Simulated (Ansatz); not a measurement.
The input, for Ansatz 0.2.0:

```yaml
crystal:
  periodic: [false, false, false]
  atoms:
    - {symbol: Si, position_ang: [-0.332808, 0.000000, 0.352536]}
    - {symbol: Be, position_ang: [0.970026, 0.000000, -1.267863]}
    - {symbol: H, position_ang: [0.600267, 0.000000, 1.513048]}
basis:
  gaussian: {orbitals: 6-31G}
magnetization: {spin_polarized: false, initial_magnetization: 3}
correlation: {method: sc_nevpt2, electrons: outside_noble_gas, active_space: {window: {electrons: 7, orbitals: 9}, shells: [{species: Be, l: s, shell: 2}, {species: Be, l: p, shell: 2}, {species: H, l: s, shell: 1}, {species: Si, l: s, shell: 3}, {species: Si, l: p, shell: 3}]}}
```

```sh
$ ansatz run in.yaml --threads 1 --pin off --events-out ev --progress --plain --max-ram 2393MiB
```

Output:

```
507 factors; integrals over basis functions are off by at most 1.9e-7 eV
mean field evaluation 1: about -8270.8172 eV, gradient 7.2e0 eV
mean field evaluation 2: about -8270.8235 eV, gradient 7.2e0 eV
mean field evaluation 4: about -8272.0073 eV, gradient 9.0e-1 eV
mean field evaluation 8: about -8272.0266 eV, gradient 6.9e-3 eV
mean field -8272.02658841 eV, -303.9913701430 hartree, gradient 2.0e-6 eV, S^2 3.750000; 0 other end points of the search recorded, 0 dependent functions left out
reference -8272.02658841 eV, -303.9913701430 hartree; 11, 8 occupied and 13, 16 virtual orbitals, 507 factors
state -8273.20559831 eV, -304.0346979576 hartree
state -8273.20559831 eV, -304.0346979576 hartree; corrected -8273.56926267 eV, -304.0480623764 hartree
Total energy: -8273.56926267 eV, -304.0480623764 hartree
Checks for a lower state left out: starts, orbital_swaps
```

Natural occupations: 1.9723 1.9508 1.0024 0.9928 0.9926 0.0356 0.0213 0.0187 0.0135.

For the same geometry and basis full CI lies 156.0 meV lower.

Ran on 1 thread of Arm Neoverse V2, shared host: 1.6 s wall, 0.08 GiB peak host memory.
